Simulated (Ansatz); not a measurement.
# BClFH3: the cost of one run

All numbers below are computed with Ansatz 0.2.0 (RKS PBE0-D4/cc-pVDZ).

### 1 The system as given

Bond lengths: B1–F2 1.670 Å, B1–Cl3 1.860 Å, B1–H4 1.190 Å. Angles: F2–B1–Cl3 120.0°, F2–B1–H4 120.0°, Cl3–B1–H4 120.0°.

As a file:

```xyz
6

B     0.0000    0.0000    0.0000
F     0.0000    0.0000    1.6700
Cl    1.6108    0.0000   -0.9300
H    -1.0305    0.0000   -0.5950
H     0.3178    1.3778    0.4698
H     0.2504    1.0858    1.3144
```

### 2 A restrained relaxation towards end A

Springs on the bonds that form and break draw the guess towards this end; the thresholds are loose.

File input.yaml:

```yaml
crystal:
  periodic: [false, false, false]
  atoms:
    - { symbol: B, position_ang: [0.0, 0.0, 0.0] }
    - { symbol: F, position_ang: [0.0, 0.0, 1.67] }
    - { symbol: Cl, position_ang: [1.6108, 0.0, -0.93] }
    - { symbol: H, position_ang: [-1.0305, 0.0, -0.595] }
    - { symbol: H, position_ang: [0.3178, 1.3778, 0.4698] }
    - { symbol: H, position_ang: [0.2504, 1.0858, 1.3144] }
basis:
  gaussian: { orbitals: cc-pVDZ }
hamiltonian:
  xc: pbe0
  dispersion: d4
relax:
  f_tol: 0.15
  max_steps: 25
  restrain:
    - { distance: [0, 4], at: 2.39, k: 30.0 }
    - { distance: [5, 1], at: 2.12, k: 30.0 }
    - { distance: [0, 1], at: 1.32, k: 30.0 }
    - { distance: [5, 4], at: 0.66, k: 30.0 }
```

Launch:

```bash
$ ansatz run input.yaml --threads 1 --pin off --max-ram 2048MiB --backend cpu --events-out ev --progress --plain --runs-dir out
```

What time and memory should one allow on 1 thread of Arm Neoverse V1, shared host?

About 18 s, with a peak of 0.13 GiB.
